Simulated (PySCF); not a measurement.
## Bond length, frequency and bond energy of SiH⁻ by level of theory

State: ³Σ⁻ (triplet), unpaired electrons π ↑↑. Set-up: basis Si def2-SVPD, H def2-SVPD; no relativity; PySCF 2.14. De refers to Si⁻ + H in their high-spin ground configurations, without counterpoise correction. The functionals are run spin-unrestricted. A positive dipole points towards H; it is taken about the centre of mass and depends on that origin.

```tsv
Level	Re (Å)	ωe (cm⁻¹)	De (eV)	μ (D)	CPU s a point (SCF and correlation, without the integrals)
UHF	1.554	1904	n/a	-0.01	0.048
UHF-MP2	1.556	1885	n/a	n/a	0.067
UHF-SCS-MP2	1.561	1859	n/a	n/a	n/a
UHF-CCSD	1.565	1828	n/a	n/a	n/a
UHF-CCSD(T)	1.567	1815	n/a	n/a	0.42
PBE	1.583	1757	n/a	-0.28	0.31
revPBE	1.585	1749	n/a	-0.26	0.23
r²SCAN	1.566	1827	n/a	-0.15	0.46
r²SCANh	1.563	1844	n/a	-0.13	0.48
PBE0	1.569	1830	n/a	-0.18	0.43
M06-2X	1.556	1861	n/a	-0.24	0.48
```

Task: What does a quarter of exact exchange do here, going from PBE to PBE0?

Result: PBE0 less PBE: -1.4 pm in Re, +4.2 % in ωe. Exact exchange removes part of the self-interaction that spreads semilocal densities, and in most molecules shortens and stiffens the bond and lowers De; so it does here.

Task: What does the step from GGA to meta-GGA do here, going from PBE to r²SCAN?

Result: r²SCAN less PBE: -1.7 pm in Re, +4.0 % in ωe. 

Task: What does second-order correlation do here, going from UHF to UHF-MP2?

Result: UHF-MP2 less UHF: +0.2 pm in Re, -1.0 % in ωe. Correlation nearly always deepens the well. The bond lengthens, as in strong covalent bonds, where excitations into antibonding orbitals dominate.

Correlated steps freeze 5 core orbitals. The highest Kohn–Sham level is positive in this anion. Much of that is self-interaction error, but it also means that the finite basis helps to hold the extra electron. The state is the lowest determinant that a PBE0 search found; another state may lie lower at other levels.

The whole job (state search and all levels along the bond) took about 0.86 min on 1 thread of Arm Neoverse V1 (shared host), peak memory 0.39 GiB.
